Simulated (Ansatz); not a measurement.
Take a crystal in which Ba has been replaced by Mg on all its sites, with the cell rescaled by a rough guess (in some cases also distorted within its space group) and nothing relaxed:

```
Mg Ag As
1.0
    -2.12357    2.12357    4.86081
     2.12357   -2.12357    4.86081
     2.12357    2.12357   -4.86081
Mg Ag As
1 2 2
Direct
  0.00000 0.00000 0.00000
  0.75000 0.25000 0.50000
  0.25000 0.75000 0.50000
  0.37547 0.37547 0.00000
  0.62453 0.62453 0.00000
```

All numbers below come from Ansatz, DFT PBE, scalar-relativistic, plane waves, PAW.

Settings: cutoff 420 eV, Γ-centred mesh 12×12×12 on the computed 5-atom cell, Gaussian smearing of 0.10 eV; no spin polarisation.

Q: Will this cell want to expand or contract, and how hard?

A: The pressure is 23.7 GPa (positive in compression), so the cell would expand.

Q: Is it a metal on this mesh?

A: Yes, a band crosses the Fermi level.

Q: What is its energy against the elements in their standard states?

A: +0.370 eV/atom at this unrelaxed geometry, with the elements in the same functional.